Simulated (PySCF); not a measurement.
Boron: a sound run and one with changed settings

Sound run: B [He] 2s2 2p1, B⁺ [He] 2s2. Calculation: PySCF 2.14, in cc-pVTZ-DK (4s3p2d1f, 30 functions); the spin-free X2C one-electron Hamiltonian (Gaussian nucleus). In the sound run the correlated levels freeze 1s2. The sound run starts from symmetry-adapted Hartree-Fock orbitals and uses a fine grid where one is needed.

Changed run: all electrons correlated in a basis built for the valence shell.

```
species   method  sound run (hartree)  changed run (hartree)  converged
      B      MP2            -24.58289              -24.59013        yes
      B  CCSD(T)            -24.60483              -24.61212        yes
     B⁺      MP2            -24.27940              -24.28617        yes
     B⁺  CCSD(T)            -24.30326              -24.30982        yes
```

Ionisation energy of B:

| method | sound run (eV) | changed run (eV) |
| --- | --- | --- |
| UHF | 8.035 | 8.035 |
| MP2 | 8.258 | 8.271 |
| SCS-MP2 | 8.227 | 8.235 |
| CCSD | 8.170 | 8.192 |
| CCSD(T) | 8.206 | 8.226 |

A valence basis has no tight correlating functions, so it recovers only part of the core correlation, and not evenly between atom and ion.

For comparison, NIST gives 8.298 eV between the lowest levels.
